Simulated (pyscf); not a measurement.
A first-order saddle from PySCF, ωB97X-D3(BJ)/def2-SVP:

```xyz
9

P     -1.4595    -1.2946     0.7577
Si    -0.5392     0.6177    -0.0418
H     -0.7850    -2.2201    -0.0864
H     -2.6158    -1.1869    -0.0671
H      0.1462    -0.2479    -1.4028
H     -1.5867     1.5596     0.5068
H      0.7981     0.9256     0.5187
H     -0.4014     1.7497    -1.3645
H     -0.1025     0.7764    -1.6257
```

Surface: singlet, charge 0. Lowest wavenumbers (cm⁻¹): 1824i, 151, 232, 438, 468.

### Question
What reaction is this the transition state of?

### Answer
H₃Si–PH₂ (SMILES [SiH3]P) + H₂ (SMILES [H][H]) ⇌ H₃Si–PH₂ (SMILES [SiH3]P) + H₂ (SMILES [H][H]), a four-centre exchange read from left to right: H–Si, H–H broken and H–Si, H–H formed. At ωB97M-D3(BJ)/def2-TZVP it lies +282.2 kJ/mol from the left side and +282.2 kJ/mol from the right (each side as separated species at their lowest minima found). At the saddle there is also a short H–Si contact that neither side keeps. This is the saddle that the search found; another between the same sides may lie lower.
